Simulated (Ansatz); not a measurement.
# SiHO2+ (quintet): from Hartree-Fock to the top rungs, cc-pVTZ

An exercise on one series of results from a longer session: the logs are not shown, and one member is left open.

Program: Ansatz 0.2.0, Gaussian basis. Level of theory: cc-pVTZ, core rule «outside noble gas», up to 7 orbitals frozen. These are calculated values, not measurements.

Plan: UHF; CCSD(T) on ROHF; CCSD(T) on UHF; BCCD(T) on ROHF; CCSDT(Q) on ROHF; CCSDT(Q) on UHF.

9 further runs of the same task are left out: 3 for a known fault of the program, 1 that didn't finish, 5 set aside as unsound or not needed. Runs told in other sessions of the task aren't counted.

## What is computed

The geometry is a PBE0/def2-TZVP stationary point (not a proven minimum) of the parent state, kept for this charge and spin.

4 atoms, charge 1, spin multiplicity 5.

Atoms are counted from 1 here; the program's logs count them from 0.

Bond lengths: Si1–O2 1.675 Å, Si1–O3 1.675 Å, Si1–H4 1.518 Å. Angles: O2–Si1–O3 108.7°, O2–Si1–H4 103.2°, O3–Si1–H4 103.2°.

The first run:

in.yaml reads:

```yaml
crystal:
  periodic: [false, false, false]
  atoms:
    - {symbol: Si, position_ang: [-0.131469, -0.484771, 0.000000]}
    - {symbol: O, position_ang: [0.080687, 0.468628, -1.360578]}
    - {symbol: O, position_ang: [0.080687, 0.468628, 1.360578]}
    - {symbol: H, position_ang: [1.101729, -1.369640, 0.000000]}
basis:
  gaussian: {orbitals: cc-pVTZ}
total_charge: 1
magnetization: {spin_polarized: true, initial_magnetization: 4}
hamiltonian: {xc: hf}
output: {orbitals: {seedname: orbitals}}
```

The run is started by

```
$ ansatz run in.yaml --threads 1 --pin off --events-out ev --progress --plain --max-ram 4096MiB --backend cpu
```

Steps of the session up to this table: UHF; CCSD(T) on ROHF; CCSD(T) on UHF; BCCD(T) on ROHF; CCSDT(Q) on ROHF; CCSDT(Q) on UHF.

One table of the session follows, with a row left open; its other results are not shown here.

It belongs to the step «Misses and costs». 

```
   method  from RCCSDT(Q) (meV)
     RMP2               +1650.4
     UMP2               +2132.1
    RCCSD                     ?
    UCCSD                +800.9
 RCCSD(T)                +224.1
 UCCSD(T)                +220.1
  BCCD(T)                +210.1
   RCCSDT                 +95.9
   UCCSDT                 +81.4
RCCSDT(Q)                     0
UCCSDT(Q)                 -24.1
```

Estimate the missing values for RCCSD.

As computed: from RCCSDT(Q) (meV): +847.9. In the column «from RCCSDT(Q) (meV)» it lies between UCCSD (+800.9) and RMP2 (+1650.4).

Left out of the table: ROHF, UHF (another determinant or state than the rows shown).

Limits of these values: The report flags that the cluster equations may have other roots. The program flags RCCSD(T), UCCSD(T), BCCD(T), RCCSDT(Q), UCCSDT(Q) as in doubt, so the zero of the table is itself unsure. Warnings: coupled cluster took another determinant than the lowest; large T1 diagnostic. Restricted and unrestricted rows rest on different reference determinants; a gap between their highest levels can come from leftover correlation error, from unlike frozen cores or from another state.
